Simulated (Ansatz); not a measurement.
We consider 2H WS2, described by PBE-D4 (Ansatz, a quantum-chemistry and plane-wave program, plane waves, PAW).

Numerical settings: plane-wave cutoff 500 eV, 12×12×4 k mesh (along the axes of the cell as run), gaussian smearing 0.02 eV, no spin polarisation, scalar-relativistic PAW data made under PBE.

Computed at the level's own relaxed cell.

Task: Predict the volume per atom, equilibrium lattice constant a, c axis length and band gap.

Result: 
volume per atom: 17.53 Å³/atom
equilibrium lattice constant a: 3.156 Å
c axis length: 12.196 Å
band gap: 0.91 eV (on the SCF k mesh)

Measured, for comparison: band gap 1.35 eV (room temperature, not corrected to a static lattice, bulk 2H; as tabulated in Bastos et al. (2019), arXiv:1903.08112); lattice constant a 3.153 Å, lattice parameter c 12.323 Å (300 K, not corrected to a static lattice; as tabulated in arXiv:1605.07067). Computed (rounded) less measured: lattice constant a +0.1 %, lattice parameter c -1.0 %. A static lattice is as a rule a little smaller and stiffer than an uncorrected measurement, which narrows the difference in the lattice parameter c and would widen misses of the other sign.

Spin–orbit coupling is not included.

Static lattice: no zero-point or thermal effects.

The result took around 60 core-seconds (rough).
